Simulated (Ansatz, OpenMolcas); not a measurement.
**COF2 (carbonyl fluoride): from total energies to a heat of formation**

COF2 has 4 atoms, charge 0, and is taken as a singlet. As SMILES, `O=C(F)F`. The shape is that of a PBE0-D4/def2-TZVP optimisation.

Total energies at B3LYP/6-31G* (Cartesian functions) (OpenMolcas 26.06); the atoms run unrestricted:

| species | state | energy (Eh) |
| --- | --- | --- |
| COF2 | singlet | -313.007312 |
| O | triplet | -75.060621 |
| C | triplet | -37.846280 |
| F | doublet | -99.715535 |

Harmonic wavenumbers at PBE0-D4/def2-TZVP, in cm⁻¹: 588, 626, 794, 996, 1279, 2002.

Measured heats of formation of the gaseous atoms at 298.15 K, in kJ/mol: O 249.2, C 716.9, F 79.4. Spin-orbit lowering of the atoms at 298 K (mean of the ground term's levels less their thermal mean, from spectra), in kJ/mol: O 0.40, C 0.02, F 1.29. Take 1 Eh = 2625.50 kJ/mol, 1 cm⁻¹ = 0.0119627 kJ/mol, RT = 2.479 kJ/mol.

Question: Work out the heat of formation of the gas at 298 K.

Answer: 
1. Electronic atomisation energy: (-75.060621) + (-37.846280) + 2 × (-99.715535) − (-313.007312) = 0.669341 Eh = 1757.4 kJ/mol.
2. Zero-point energy: half the sum of the wavenumbers, 3142.5 cm⁻¹ = 37.6 kJ/mol.
3. Thermal vibrational enthalpy, Σ hcν̃/(exp(hcν̃/kT) − 1): 1.2 kJ/mol. Translation, rotation and pV of a non-linear molecule: 4 RT = 9.9 kJ/mol.
4. The 4 free atoms carry 5/2 RT each: 24.8 kJ/mol.
5. Spin-orbit coupling lowers the free atoms by 0.40 + 0.02 + 2 × 1.29 = 3.0 kJ/mol.
6. Atomisation enthalpy at 298 K: 1757.4 − 3.0 − 37.6 − 1.2 − 9.9 + 24.8 = 1730.5 kJ/mol.
7. Sum of the atoms' heats of formation: 1124.9 kJ/mol. Heat of formation: 1124.9 − 1730.5 = -605.6 kJ/mol.

No measured value is set beside it here. Anharmonicity and any spin-orbit splitting of the molecule are left out.
